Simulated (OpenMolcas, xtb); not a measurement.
**CH2AlN (SMILES N#[C][AlH2]): methods side by side**

CH2AlN has 5 atoms, charge 0, and is taken as a singlet. SMILES: `N#[C][AlH2]`. The shape is that of a PBE0-D4/def2-TZVP optimisation.

```xyz
5

N     1.3823   -1.3460    1.3942
C     0.7142   -0.6980    0.7118
Al   -0.4072    0.3900   -0.4346
H    -1.6297   -0.3229   -1.1202
H    -0.0097    1.9032   -0.5926
```

Each level gives the HOMO–LUMO gap (eV). The values are calculated.

```tsv
level	kind	program	value (eV)	CPU time
GFN1-xTB	semi-empirical	xtb	5.47	under 2 s
HF/aug-cc-pVDZ	Hartree–Fock	OpenMolcas	12.34	9 s
SVWN5/aug-cc-pVDZ	LDA	OpenMolcas	4.34	16 s
revPBE/aug-cc-pVDZ	GGA	OpenMolcas	4.61	22 s
TPSS/aug-cc-pVDZ	meta-GGA	OpenMolcas	4.91	29 s
r2SCAN/aug-cc-pVDZ	meta-GGA	OpenMolcas	5.13	31 s
BHLYP/aug-cc-pVDZ	global hybrid	OpenMolcas	8.61	19 s
PBE0/aug-cc-pVDZ	global hybrid	OpenMolcas	6.62	21 s
B2PLYP/aug-cc-pVDZ	double hybrid	OpenMolcas	8.83	17 s
```

The values span 4.34 to 12.34 eV. Orbital gaps aren't excitation energies, and those of double hybrids come from the SCF part alone; they tend to grow with the share of exact exchange. Times are those of the runs behind each value, whatever else they computed, on shared processors of several kinds: orders of magnitude only.
